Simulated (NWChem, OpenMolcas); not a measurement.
How basis sets differ on CH6Si (methylsilane)

CH6Si: 8 atoms, total charge 0, spin state singlet. As SMILES, `C[SiH3]`. The coordinates come from a PBE0-D4/def2-TZVP relaxation.

Each level gives the HOMO–LUMO gap (eV). The values are calculated.

```csv
level,kind,program,value (eV),CPU time
HF/ANO-L-MB,Hartree–Fock,OpenMolcas,20.23,1.9 s
HF/ANO-R0 (sfX2C),Hartree–Fock,OpenMolcas,16.97,3.2 s
HF/ANO-RCC-MB (DKH2),Hartree–Fock,OpenMolcas,21.64,2.2 s
HF/STO-3G,Hartree–Fock,OpenMolcas,24.79,1.8 s
HF/3-21G,Hartree–Fock,NWChem,17.26,1.8 s
HF/def2-TZVP,Hartree–Fock,NWChem,15.65,50 s
"HF/ANO-R2 (sfX2C, RICD fitting)",Hartree–Fock,OpenMolcas,14.55,19 s
```

The values span 14.55 to 24.79 eV. A Hartree–Fock LUMO above zero doesn't converge with the basis: it sinks as sets grow more diffuse. Orbital gaps aren't excitation energies. Times are those of the runs behind each value, whatever else they computed, on shared processors of several kinds: orders of magnitude only.
